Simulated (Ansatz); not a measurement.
**SiN₂H₆: a ladder of functionals and wavefunction methods**

Aim: compute SiN₂H₆ with functionals from several rungs and with coupled cluster. The yardstick is the atomisation energy at the CCSD(T) limit.

The runs use Ansatz 0.2.0, Gaussian basis; functionals in def2-TZVPP, the program's frozen cores in correlated methods.

Plan: LDA (SPW92), PBE-D4, revPBE-D4, BLYP-D4, r2SCAN-D4, B97M-V, PBE0-D4, B3LYP-D4, r2SCANh-D4, r2SCAN0-D4, HSE06-D4, BHLYP-D4, CAM-B3LYP-D4, LC-ωPBE, ωB97X-V, ωB97M-V, B2PLYP, PBE-QIDH; CCSD(T)/def2-SVP; CCSD(T)/def2-TZVPP; CCSD(T)/def2-QZVPP; extrapolation to the limit; RPA on PBE.

### Step 1. The relaxed structure

All runs share one geometry, relaxed beforehand with PBE0-D4 in a triple-zeta def2 set.

9 atoms, charge 0, spin multiplicity 1.

Atoms are counted from 1 here; the program's logs count them from 0.

Bond lengths: N1–N2 1.407 Å, N1–H4 1.014 Å, N1–H5 1.013 Å, N2–Si3 1.714 Å, N2–H6 1.005 Å, Si3–H7 1.494 Å, Si3–H8 1.491 Å, Si3–H9 1.486 Å. Angles: N2–N1–H4 110.8°, N2–N1–H5 110.1°, H4–N1–H5 108.5°, N1–N2–Si3 123.5°, N1–N2–H6 112.1°, Si3–N2–H6 123.5°, N2–Si3–H7 112.3°, N2–Si3–H8 110.9°, N2–Si3–H9 107.1°, H7–Si3–H8 106.4°, H7–Si3–H9 109.8°, H8–Si3–H9 110.4°.

As a file:

| atom | x (Å) | y (Å) | z (Å) |
| --- | --- | --- | --- |
| N1 | -0.55880 | 0.92504 | -1.20312 |
| N2 | -0.28546 | 0.70820 | 0.15969 |
| Si3 | 0.40845 | -0.73664 | 0.76748 |
| H4 | 0.26793 | 0.76131 | -1.76747 |
| H5 | -1.29055 | 0.29756 | -1.51555 |
| H6 | -0.37752 | 1.54926 | 0.70178 |
| H7 | 1.72920 | -1.04004 | 0.13962 |
| H8 | -0.46978 | -1.90735 | 0.48455 |
| H9 | 0.57653 | -0.55735 | 2.23303 |

### Step 2. LDA

This LDA is Slater exchange with PW92 correlation.

in.yaml reads:

```yaml
crystal:
  periodic: [false, false, false]
  atoms:
    - {symbol: N, position_ang: [-0.558798, 0.925039, -1.203119]}
    - {symbol: N, position_ang: [-0.285456, 0.708205, 0.159691]}
    - {symbol: Si, position_ang: [0.408446, -0.736644, 0.767485]}
    - {symbol: H, position_ang: [0.267926, 0.761311, -1.767474]}
    - {symbol: H, position_ang: [-1.290546, 0.297563, -1.515551]}
    - {symbol: H, position_ang: [-0.377522, 1.549257, 0.701780]}
    - {symbol: H, position_ang: [1.729201, -1.040038, 0.139617]}
    - {symbol: H, position_ang: [-0.469783, -1.907347, 0.484548]}
    - {symbol: H, position_ang: [0.576533, -0.557346, 2.233034]}
basis:
  gaussian: {orbitals: def2-TZVPP}
hamiltonian: {xc: lda}
output: {orbitals: {seedname: orbitals}}
```

Run with:

```bash
$ ansatz run in.yaml --threads 2 --pin off --events-out ev --progress --plain --max-ram 32768MiB --backend cpu
```

The runs that follow: PBE-D4 (GGA); revPBE-D4 (GGA); BLYP-D4 (GGA); r2SCAN-D4 (meta-GGA); B97M-V (meta-GGA); B3LYP-D4 (hybrid); r2SCANh-D4 (hybrid); r2SCAN0-D4 (hybrid); HSE06-D4 (hybrid); BHLYP-D4 (hybrid); CAM-B3LYP-D4 (range-separated); LC-ωPBE (range-separated); ωB97X-V (range-separated); ωB97M-V (range-separated); B2PLYP (double hybrid); PBE-QIDH (double hybrid); CCSD(T) in def2-SVP; CCSD(T) in def2-TZVPP; CCSD(T) in def2-QZVPP; RPA on PBE orbitals.

Q: Predict the results of all the runs planned. Wanted: atomisation energy, CCSD(T)/CBS; farthest beyond LDA; mean size of error, GGA; mean size of error, meta-GGA; mean size of error, hybrid; mean size of error, range-separated; mean size of error, double hybrid; gap, smallest and largest; T1 diagnostic.

The runs gave:

```
                               quantity                                      value
        atomisation energy, CCSD(T)/CBS                             658.3 kcal/mol
functionals within 3.3 kcal/mol (0.5 %)                                     B97M-V
                    farthest beyond LDA                r2SCAN0-D4 (-16.5 kcal/mol)
                mean size of error, GGA                               7.1 kcal/mol
           mean size of error, meta-GGA                               3.5 kcal/mol
             mean size of error, hybrid                               9.6 kcal/mol
    mean size of error, range-separated                               6.2 kcal/mol
      mean size of error, double hybrid                              10.0 kcal/mol
              gap, smallest and largest  5.04 eV (LDA (SPW92)), 12.33 eV (LC-ωPBE)
                          T1 diagnostic                                     0.0100
triples share of the correlation energy                                      3.4 %
```

What this shows: LDA overbinds by 96.0 kcal/mol (15 %). PBE-D4 is off by +8.7 kcal/mol. Double hybrids carry the basis error of their MP2 part in triple zeta, and no dispersion term here, so their miss is partly the set-up's. Taken by rung, meta-GGA functionals do best (3.5 kcal/mol on average) and double hybrid ones worst beyond LDA (10.0 kcal/mol). Misses under about 3.3 kcal/mol are within the doubt on the reference itself, which lacks core-valence correlation, relativity and higher excitations. Hartree-Fock recovers 67 % of the binding; the rest is correlation. CCSD(T) in def2-SVP is off by -55.2 kcal/mol, so the small basis spoils what the method gains. The gap grows from 5.0 to 12.3 eV across the functionals, mostly with the share of exact exchange.
